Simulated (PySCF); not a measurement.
**Working out the ionisation energy of Al**

Al [Ne] 3s2 3p1 (2P) → Al+ [Ne] 3s2 (1S). Computed with PySCF 2.14 in aug-cc-pVDZ-DK (5s4p2d, 27 functions), with scalar relativity by spin-free X2C-1e. Frozen: [Ne]. Energies in hartree (1 hartree = 27.21139 eV):

| part | Al (lower) | Al+ (upper) |
| --- | --- | --- |
| UHF | -242.309082 | -242.103803 |
| MP2 opposite-spin | -0.028748 | -0.025157 |
| MP2 same-spin | -0.002230 | 0.000000 |

**Question.** What does Hartree-Fock give?

**Answer.** (-242.103803) − (-242.309082) = 0.205279 hartree = 5.586 eV.

**Question.** What do MP2 and SCS-MP2 (6/5 opposite-spin, 1/3 same-spin) give?

**Answer.** The opposite-spin parts differ by 0.098 eV and the same-spin parts by 0.061 eV. MP2: 5.586 + (0.098) + (0.061) = 5.745 eV. SCS-MP2: 5.586 + 1.2 × (0.098) + (0.061)/3 = 5.724 eV.

Measured between the centres of the two terms (NIST): 5.977 eV, so MP2 (valence) is off by -0.232 eV.

A double-zeta basis recovers only part of the correlation energy.

What remains against the reference includes basis incompleteness, the frozen core and correlation beyond second order.
